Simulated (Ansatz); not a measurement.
Energy needed to pull apart CH$_{3}$BO, singlet, into free ground-state atoms, from the structure below (displaced at random from a GFN2-xTB minimum); no zero-point or spin–orbit terms; open-shell atoms are treated unrestricted, in their ground-state multiplicity.

```
6
angstrom
B -0.7986 -0.5791 -0.3918
C 0.7289 0.1579 0.2362
O -0.5393 0.8438 0.0218
H -1.4630 -1.2140 -0.9778
H 1.4545 0.2124 -0.7883
H 1.0487 0.1324 1.5343
```

Ansatz 0.2.0; basis: def2-TZVPP; cores frozen in the correlated methods.

```tsv
method	atomization energy (kJ/mol)
PBE-D4	2197
revPBE-D4	?
r2SCAN-D4	2121
PBE0-D4	2107
wB97X-V	?
wB97M-V	2108
HF	1397
MP2	2091
CCSD	1987
CCSD(T)	2038
```

Problem. What does wB97X-V give? (To be estimated.)

Solution. Computed: 2097 kJ/mol, which is about 59 kJ/mol more than CCSD(T)/def2-TZVPP.

Problem. What does revPBE-D4 give? (Judge from chemistry; the value comes from the calculation.)

Solution. The calculation gives: 2133 kJ/mol, which is about 96 kJ/mol more than CCSD(T)/def2-TZVPP.

In triple zeta the MP2 and coupled-cluster atomization energies are still short of their basis limit by a few kcal/mol a bond, whereas those of the functionals are nearly converged, so these differences are not deviations from converged CCSD(T).

The T1 diagnostic stays at or below 0.022.

For scale, one of the runs: CCSD(T)/def2-TZVPP forces, 135 basis functions (an equivalent command: `ansatz run in.yaml --threads 4`). The run took 19 s on 4 CPU threads (shared host), with 1.4 GiB of host memory at its peak.
